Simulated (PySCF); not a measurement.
# Working out the ionisation energy of O

O [He] 2s2 2p4 (3P) → O⁺ [He] 2s2 2p3 (4S). Computed with PySCF 2.14 in aug-cc-pVQZ-DK (6s5p4d3f2g, 80 functions), with the spin-free X2C one-electron Hamiltonian (Gaussian nucleus). Frozen: 1s2. Energies in hartree (1 hartree = 27.21139 eV):

```json
{"part": "UHF", "O (lower)": "-74.869832", "O⁺ (upper)": "-74.428303"}
{"part": "MP2 opposite-spin", "O (lower)": "-0.121164", "O⁺ (upper)": "-0.075874"}
{"part": "MP2 same-spin", "O (lower)": "-0.038016", "O⁺ (upper)": "-0.031489"}
```

**Question.** What does Hartree-Fock give?

**Answer.** (-74.428303) − (-74.869832) = 0.441529 hartree = 12.015 eV.

**Question.** What do MP2 and SCS-MP2 (6/5 opposite-spin, 1/3 same-spin) give?

**Answer.** The opposite-spin parts differ by 1.232 eV and the same-spin parts by 0.178 eV. MP2: 12.015 + (1.232) + (0.178) = 13.425 eV. SCS-MP2: 12.015 + 1.2 × (1.232) + (0.178)/3 = 13.553 eV.

Measured between the centres of the two terms (NIST): 13.608 eV, so MP2 (valence) is off by -0.183 eV.

What remains against the reference includes basis incompleteness, the frozen core and correlation beyond second order.
